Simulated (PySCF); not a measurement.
2-chloroethyl ethyl ether, C₄H₉ClO.
Geometry (PBE0-D3(BJ)/def2-SVP, Å), atoms numbered from 1 in this order:
```xyz
15
C4H9ClO angstrom
C     -1.953    0.315    0.241
C     -0.931   -0.800    0.354
O      0.389   -0.388    0.109
C      0.969    0.379    1.119
C      2.440    0.511    0.790
Cl     3.253    1.539    1.996
H     -2.970   -0.086    0.366
H     -1.807    1.091    1.008
H     -1.890    0.796   -0.748
H     -1.142   -1.580   -0.395
H     -0.999   -1.282    1.351
H      0.524    1.389    1.196
H      0.852   -0.105    2.111
H      2.930   -0.471    0.790
H      2.570    0.971   -0.199
```

Linear response at CAM-B3LYP/def2-SVPD (PySCF, frozen core in the response, non-relativistic).

Static isotropic polarisability: 70.03 au (10.38 Å³), principal values 60.7, 63.7, 85.7 au.

(1) What is the polarisability at 1064 nm and at the sodium D line?

(2) What is the isotropic C6 coefficient between two such molecules, C6 = (3/π)∫α(iω)² dω?

(3) Which effective excitation energy ω̄ makes London's formula C6 = (3/4)α²ω̄ exact here?

(4) The lowest 6 singlets have (eV, f): 7.38, 0.015; 7.49, 0.002; 7.59, 0.003; 8.06, 0.007; 8.23, 0.019; 8.26, 0.012. What share of the static polarisability do they carry in the sum over states α = Σ f/ω²?

(5) What molar refraction at the D line follows from R = (4π/3)·N_A·α′, with α′ the polarisability volume?

(6) How anisotropic is the static polarisability, by Δα² = ½[(α1 − α2)² + (α2 − α3)² + (α3 − α1)²]?

(7) What n − 1 at the D line would an ideal gas of it have at 273.15 K and 1 atm (2.6868 × 10¹⁹ cm⁻³), by n − 1 = 2π·N·α′?

(8) How many electrons N does the Slater–Kirkwood formula C6 = (3/4)·√N·α^(3/2) need to give this C6?

(9) What three-body coefficient follows from the one-pole estimate C9 = (3/4)·α·C6?

Results:

(1) 70.50 au at 1064 nm (+0.7 %), 71.58 au at 589.3 nm (+2.2 %). The rise at 589.3 nm is 3.33 times that at 1064 nm; a pure ω² law gives 3.26. The lowest singlet lies at 168 nm, shorter than both wavelengths.

(2) 2184 au (Eh·bohr⁶) by a ten-point quadrature over imaginary frequencies, which is 1310 eV·Å⁶ or 126 J·nm⁶/mol.

(3) ω̄ = 4·C6/(3α²) = 0.594 Eh = 16.2 eV. A one-pole form α(ω) = α/(1 − ω²/ω̄²) fitted to the 1064 nm value gives 14.4 eV.

(4) 0.68 au, 1.0 % of α; the largest term, 0.21 au, is that of the state at 8.23 eV. Their oscillator strengths add up to 0.06. Higher states carry the rest.

(5) α′ = 10.61 Å³ gives R = 26.76 cm³/mol, for isolated, non-vibrating species.

(6) Δα = 23.6 au, or 0.34 of the isotropic value.

(7) 17.91 × 10⁻⁴, a formal value whether or not that pressure can be reached.

(8) N = (4·C6/3)²/α³ = 24.7; the species has 58 electrons in all.

(9) 115000 au. This is an estimate from the two numbers above, not a computed integral.

Cost: about 90 s of CPU time on one thread; the machine was shared, so the figure is rough. This is the whole response run at CAM-B3LYP/def2-SVPD, SCF included.

One conformer stands for the species.
